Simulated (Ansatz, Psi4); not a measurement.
## NOF (nitrosyl fluoride): the vertical ionisation energy from total energies

NOF: 3 atoms, total charge 0, spin state singlet. As SMILES, `O=NF`. The coordinates come from a PBE0-D4/def2-TZVP relaxation.

```xyz
3

O     0.8683    0.2430    0.5047
N     0.1489   -0.4825    0.0299
F    -1.0173    0.2396   -0.5346
```

Both states at this one shape; open shells run unrestricted unless said. 1 Eh = 27.2114 eV.

| level | program | singlet NOF (Eh) | doublet NOF+ (Eh) |
| --- | --- | --- | --- |
| HF/def2-TZVP | Ansatz | -228.721639 | -228.292707 |
| r2SCAN/STO-3G | Ansatz | -226.437246 | -226.072328 |
| RPA@PBE0/def2-TZVPP, 3 core orbitals frozen | Ansatz | -229.641627 | -229.164942 |
| OMP2/def2-TZVPP (density fitting for correlation), 3 core orbitals frozen | Psi4 | -229.436783 | -228.963435 |

**Question.** Work out the vertical ionisation energy at each level.

**Answer.** 
1. HF/def2-TZVP: -228.292707 − (-228.721639) = 0.428932 Eh = 11.67 eV.
2. r2SCAN/STO-3G: -226.072328 − (-226.437246) = 0.364918 Eh = 9.93 eV.
3. RPA@PBE0/def2-TZVPP: -229.164942 − (-229.641627) = 0.476685 Eh = 12.97 eV.
4. OMP2/def2-TZVPP (density fitting for correlation): -228.963435 − (-229.436783) = 0.473348 Eh = 12.88 eV.

No measured value is set beside it here; the levels span 9.93 to 12.97 eV. Minimal sets are far from the basis-set limit. The second state is spin-contaminated at HF/def2-TZVP (⟨S²⟩ = 1.02). The second state is spin-contaminated at OMP2/def2-TZVPP (density fitting for correlation) (⟨S²⟩ = 1.02).
